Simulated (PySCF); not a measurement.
Species: 1,1,2,2-tetrafluoroethane, C2H2F4.
Numbering: `[F:1][CH:2]([F:3])[CH:4]([F:5])[F:6]` (hydrogens: H7 on C2; H8 on C4)

A linear-response calculation (PySCF, def2-SVPD basis, gas phase, vertical, core orbitals frozen in the response) gave these numbers; the functional is withheld.

Orbital energies (eV): HOMO-3 -13.94, HOMO-2 -13.84, HOMO-1 -13.12, HOMO -11.61, LUMO 1.10, LUMO+1 1.81, LUMO+2 2.11.

```json
{"state": "S1", "E (eV)": "9.41", "f": "0.027", "main configurations (H = HOMO, L = LUMO)": "H→L (88%)"}
{"state": "S2", "E (eV)": "9.70", "f": "0.0090", "main configurations (H = HOMO, L = LUMO)": "H→L+1 (80%)"}
{"state": "S3", "E (eV)": "10.11", "f": "0.029", "main configurations (H = HOMO, L = LUMO)": "H→L+2 (82%)"}
{"state": "S4", "E (eV)": "10.46", "f": "0.045", "main configurations (H = HOMO, L = LUMO)": "H→L+3 (75%), H-1→L (14%)"}
{"state": "S5", "E (eV)": "11.03", "f": "0.0043", "main configurations (H = HOMO, L = LUMO)": "H-1→L (64%), H→L+3 (14%)"}
{"state": "S6", "E (eV)": "11.27", "f": "0.0051", "main configurations (H = HOMO, L = LUMO)": "H-1→L+1 (58%), H→L+4 (12%), H-1→L+3 (10%)"}
```

Triplets, Tamm–Dancoff:

| state | E (eV) | λ (nm) | main configurations (H = HOMO, L = LUMO) |
| --- | --- | --- | --- |
| T1 | 9.00 | 137.7 | H→L (78%) |
| T2 | 9.24 | 134.3 | H→L+1 (72%), H→L+9 (9%) |
| T3 | 9.72 | 127.6 | H→L+2 (73%), H→L (10%) |
| T4 | 10.02 | 123.8 | H→L+3 (58%), H-1→L (26%) |

Vertical ionisation energy by ΔSCF with the same functional: 12.85 eV. Mean static polarisability: 30.2 au.

Problem. Which of these was used?
A. CAM-B3LYP
B. B3LYP
C. HF
D. PBE

Solution. A. CAM-B3LYP is range-separated, 19% exact exchange at short range and 65% at long range (ω = 0.33 bohr⁻¹). In this run −ε(HOMO) = 11.61 eV differs from the ΔSCF value by -1.24 eV, and S1 differs from the orbital gap of 12.71 eV by -3.30 eV. The ratio −ε(HOMO)/IP is 0.90. Usual ranges for neutral molecules in this basis: 0.85 to 0.93 with CAM-B3LYP, 0.5 to 0.7 with PBE, 0.67 to 0.83 with B3LYP; Hartree–Fock can't fall below 1, since the ion's relaxation only lowers the ΔSCF value.

Method: TDDFT CAM-B3LYP/def2-SVPD, vertical, gas phase, core orbitals frozen in the response in PySCF. Isolated species at its PBE0-D3(BJ)/def2-SVP geometry (one conformer only).

Time: 23 s wall; peak memory 0.63 GiB. Hardware: Arm Neoverse V2, one thread, no GPU, shared host with 96 logical CPUs at a one-minute load of 21.

The values belong to the conformer `[F:1][CH:2]([F:3])[CH:4]([F:5])[F:6]`: F1–C2–C4–F5 -70°.
